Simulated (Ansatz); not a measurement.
2H MoS2, treated with PBE (Ansatz, a quantum-chemistry and plane-wave program, plane waves, PAW).

Settings: plane-wave cutoff 520 eV, 12×12×4 k mesh (along the axes of the cell as run), no spin polarisation, scalar-relativistic PAW data made under PBE.

Computed at the level's own relaxed cell.

**Question.** Predict the elastic constant C44, elastic constant C11, Voigt–Reuss–Hill shear modulus (Hill average), elastic constant C33, elastic constant C66, elastic constant C12 and elastic constant C13.

**Answer.** 
elastic constant C44: 0.35 GPa
elastic constant C11: 178 GPa
Voigt–Reuss–Hill shear modulus (Hill average): 17.6 GPa
elastic constant C33: 1.59 GPa
elastic constant C66: 67.0 GPa
elastic constant C12: 44.0 GPa
elastic constant C13: 0.57 GPa

Measured, for comparison: elastic constant C44 19 GPa, elastic constant C11 238 GPa, elastic constant C33 52 GPa (temperature not stated, not corrected to a static lattice; as tabulated in Guerrero et al. (2021), arXiv:2010.02198); elastic constant C13 23 GPa (temperature not stated, not corrected to a static lattice; as tabulated in Ulian and Valdrè (2023), doi:10.1107/s1600576723002571). Computed (rounded) less measured: elastic constant C44 -98 %, elastic constant C11 -25 %, elastic constant C33 -97 %, elastic constant C13 -98 %.

Note: the cell comes from a level without a dispersion term, which matters for the spacing of layers, chains or molecules; the cell has widely spaced layers and the level no dispersion term, so their spacing and the moduli can rest on weak binding.

Elastic constants are with the ions relaxed.

Static lattice: no zero-point or thermal effects.
